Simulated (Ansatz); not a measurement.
Total energies of Li₂S from Ansatz at PBE-D4/def2-TZVP, gas phase (1 Eh = 27.2114 eV = 2625.5 kJ/mol). The reference geometry is relaxed at PBE0-D4/def2-TZVP.

```xyz
3

Li    0.451   -1.876    0.098
Li   -0.237    1.878    0.384
S    -0.214   -0.002   -0.482
```

| state | geometry | energy (Eh) |
| --- | --- | --- |
| charge 0 singlet | reference | -413.09361 |
| charge 1 doublet | reference | -412.84872 |
| charge 0 triplet | relaxed at PBE0-D4/def2-TZVP | -413.02153 |
| charge 0 quintet | relaxed at PBE0-D4/def2-TZVP | -412.87062 |
| free Li atom (doublet) | – | -7.46192 |
| free S atom (triplet) | – | -397.93833 |

Problem. Work out the vertical ionisation energy to the doublet.

Solution. E(charge 1 doublet) − E(charge 0 singlet) = -412.84872 − (-413.09361) = 0.24489 Eh = 6.66 eV. For comparison, −ε of the highest occupied level is 3.52 eV at this level, 3.14 eV less.

Problem. Which of the charge 0 states is lowest, and how far above it are the others?

Solution. The singlet. triplet: -413.02153 − (-413.09361) = 0.07208 Eh = 189.2 kJ/mol; quintet: -412.87062 − (-413.09361) = 0.22299 Eh = 585.5 kJ/mol. The quintet has fallen apart, so its energy is that of loose fragments and no spin gap. The triplet differs in its bonds from the reference. The quintet differs in its bonds from the reference.

Problem. What is the binding energy per atom against free atoms?

Solution. Atoms: 2 × (-7.46192) + 1 × (-397.93833) = -412.86217 Eh. Binding: -412.86217 − (-413.09361) = 0.23144 Eh = 6.30 eV, or 2.10 eV for each of 3 atoms (no zero-point energy, no counterpoise term).

The structure comes from a short search, and lower isomers may exist.
